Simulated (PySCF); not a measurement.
# Fluorine: a sound run and one with changed settings

Sound run: F [He] 2s2 2p5, F⁺ [He] 2s2 2p4. Computed with PySCF 2.14 in cc-pVDZ (3s2p1d, 14 functions), with the non-relativistic Hamiltonian (point nucleus). The sound run starts from symmetry-adapted Hartree-Fock orbitals and uses a fine grid where one is needed.

Changed run: initial guess atom, at most 3 SCF cycles. This setting is unsound on purpose.

| species | method | sound run (hartree) | changed run (hartree) | converged |
| --- | --- | --- | --- | --- |
| F | UHF | -99.37524 | -99.37514 | no |
| F | M06-L | -99.71959 | -99.71939 | no |
| F | M06-2X | -99.69555 | -99.69553 | no |
| F⁺ | UHF | -98.80049 | -98.80016 | no |
| F⁺ | M06-L | -99.08025 | -99.08021 | no |
| F⁺ | M06-2X | -99.06012 | -99.06004 | no |

The SCF was stopped early; the energies are upper bounds that still move, and correlated levels were skipped or rest on poor orbitals.
